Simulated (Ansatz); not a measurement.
## A computed series for C: pressure series

Start from C in the diamond structure (space group Fd-3m, No. 227; a = 3.560 Å).

Cell and atoms are relaxed at each pressure.

All numbers come from r2SCAN in Ansatz (plane waves to 500 eV, PAW, spin-orbit coupling left out), earlier PAW set.

```json
[
 {"pressure (GPa)": "-2", "volume per atom (Å³/atom)": "5.666"},
 {"pressure (GPa)": "-1", "volume per atom (Å³/atom)": "5.654"},
 {"pressure (GPa)": "0", "volume per atom (Å³/atom)": "5.641"},
 {"pressure (GPa)": "0.3", "volume per atom (Å³/atom)": "5.637"},
 {"pressure (GPa)": "0.7", "volume per atom (Å³/atom)": "?"},
 {"pressure (GPa)": "1.5", "volume per atom (Å³/atom)": "5.622"},
 {"pressure (GPa)": "3", "volume per atom (Å³/atom)": "5.604"},
 {"pressure (GPa)": "5", "volume per atom (Å³/atom)": "5.580"},
 {"pressure (GPa)": "10", "volume per atom (Å³/atom)": "5.522"}
]
```

Task: Fit the third-order Birch–Murnaghan form P(V) = (3B₀/2)[(V₀/V)^(7/3) − (V₀/V)^(5/3)]·[1 + (3/4)(B₀′ − 4)((V₀/V)^(2/3) − 1)] (squares taken in P) to the rows shown and predict the withheld row.

Result: Least squares on the printed values gives V₀ = 5.641 Å³/atom, B₀ = 450 GPa, B₀′ = 3.9; this predicts 5.632 Å³/atom, and the run gives 5.632 Å³/atom, in agreement.

Measured bulk modulus of C: 454.7 GPa (static lattice; corrected from measurement; as listed in Daniel Mejia-Rodriguez, S. B. Trickey, Phys. Rev. B (2018)); the computed value is 1 % below it.

Load acts through the strain it causes; cell and atoms are relaxed under it. No phonon test of stability was made. No other phases were tried under pressure.

Ansatz is an electronic-structure program.
